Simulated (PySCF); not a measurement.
**Si2 (triplet) under other conditions**

Aim: change spin, charge, geometry, field or solvent of Si2 (triplet), one at a time, and compare with the base run.

The runs use PySCF 2.14.0; method and basis as typed in the scripts.

2 further runs of the same task are left out: 2 that didn't finish.

**1. The system as given**

Si2 (triplet): 2 atoms, charge 0, spin multiplicity 3.

Bond lengths: Si1–Si2 2.308 Å.

**2. The base run**

Contents of input.py:

```python
from pyscf import gto, scf, cc

mol = gto.M(
    atom='Si 0 0 0; Si 0 0 2.308',
    basis='pcseg-1',
    charge=0,
    spin=2,
    verbose=4,
)
mf = scf.UHF(mol)
mf.kernel()
mycc = cc.CCSD(mf, frozen=10)
mycc.kernel()
mycc.ccsd_t()
mf.dip_moment()
print('orbital energies (hartree):', [e[max(0, n-3):n+3].round(4) for e, n in zip(mf.mo_energy, mol.nelec)])
```

Run with:

```bash
$ OMP_NUM_THREADS=1 python input.py
```

The log of this run is left out.

It gives: E(SCF) = -577.672369 Eh, 9 cycles, E(CCSD) − E(SCF) = -0.16657 Eh, (T) = -0.01065 Eh, ⟨S²⟩ = 2.023, μ = 0.00 D (of the SCF density).

The bond length is a typed value, not an optimised one. The triplet is typed in the script; nothing here shows that it is the ground state.

**3. Bond 3.462 Å**

Run 1 changes bond length: 2.308 Å → 3.462 Å.

Contents of input.py:

```python
from pyscf import gto, scf, cc

mol = gto.M(
    atom='Si 0 0 0; Si 0 0 3.462',
    basis='pcseg-1',
    charge=0,
    spin=2,
    verbose=4,
)
mf = scf.UHF(mol)
mf.kernel()
mycc = cc.CCSD(mf, frozen=10)
mycc.kernel()
mycc.ccsd_t()
mf.dip_moment()
print('orbital energies (hartree):', [e[max(0, n-3):n+3].round(4) for e, n in zip(mf.mo_energy, mol.nelec)])
```

Run with:

```bash
$ OMP_NUM_THREADS=1 python input.py
```

**4. Bond 2.146 Å**

Run 2 changes bond length: 2.308 Å → 2.146 Å.

input.py: that of step 2 with these lines changed.

```diff
@@ -3,3 +3,3 @@
 mol = gto.M(
-    atom='Si 0 0 0; Si 0 0 2.308',
+    atom='Si 0 0 0; Si 0 0 2.146',
     basis='pcseg-1',
```

**5. Charge -1 (quartet)**

Run 3 changes charge: 0 → -1; spin (2S): 2 → 3.

input.py: that of step 2 with these lines changed.

```diff
@@ -5,4 +5,4 @@
     basis='pcseg-1',
-    charge=0,
-    spin=2,
+    charge=-1,
+    spin=3,
     verbose=4,
```

What does the calculation give? Wanted: for each run, E(SCF); from base; gap, α spin; after the SCF.

As calculated:

| run | E(SCF) (hartree) | from base (eV) | cycles | gap, α spin (eV) | after the SCF |
| --- | --- | --- | --- | --- | --- |
| base | -577.672369 | 0 | 9 | 7.30 | CCSD(T) correlation -4.822 eV, core frozen |
| bond 3.462 Å | -577.563566 | +2.9607 | 9 | 4.69 | CCSD(T) correlation -5.463 eV, core frozen |
| bond 2.146 Å | -577.679758 | -0.2011 | 9 | 8.04 | CCSD(T) correlation -4.712 eV, core frozen |
| charge -1 (quartet) | -577.673856 | -0.0405 | 11 | 5.36 | CCSD(T) correlation -4.536 eV, core frozen |

**Reading.** Of the runs whose energies can be compared, “bond 3.462 Å” moves the SCF energy most (+2.961 eV). At the SCF level, adding an electron (to the quartet) releases 0.04 eV at fixed geometry. With bond 3.462 Å the frontier gap moves by over 1.5 eV, which can mean another electronic state rather than the bond length alone.
